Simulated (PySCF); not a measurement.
C3H4, SMILES C1C=C1, singlet (PBE0/def2-SVP optimised geometry):

```
7

C     -0.648    -0.709     0.000
C      0.648    -0.709     0.000
C      0.000     0.643     0.000
H     -1.590    -1.253     0.000
H      1.590    -1.253     0.000
H      0.000     1.253    -0.918
H      0.000     1.252     0.919
```

Method: PBE0/def2-TZVP (PySCF 2.14.0).

Task: What are the frontier orbital energies and the dipole moment?

Result: HOMO-2 -9.85 eV, HOMO-1 -8.48 eV, HOMO -7.19 eV, LUMO 0.07 eV, LUMO+1 2.12 eV; dipole moment 0.50 D.

On the same geometry PBE/def2-TZVP run with PySCF gives HOMO-2 -8.38 eV, HOMO-1 -7.17 eV, HOMO -6.05 eV, LUMO -1.02 eV, LUMO+1 1.30 eV; dipole moment 0.49 D.

Meta-Löwdin charges at PBE0/def2-TZVP: C1 -0.13, C2 -0.13, C3 -0.22, H4 0.14, H5 0.14, H6 0.09, H7 0.09.
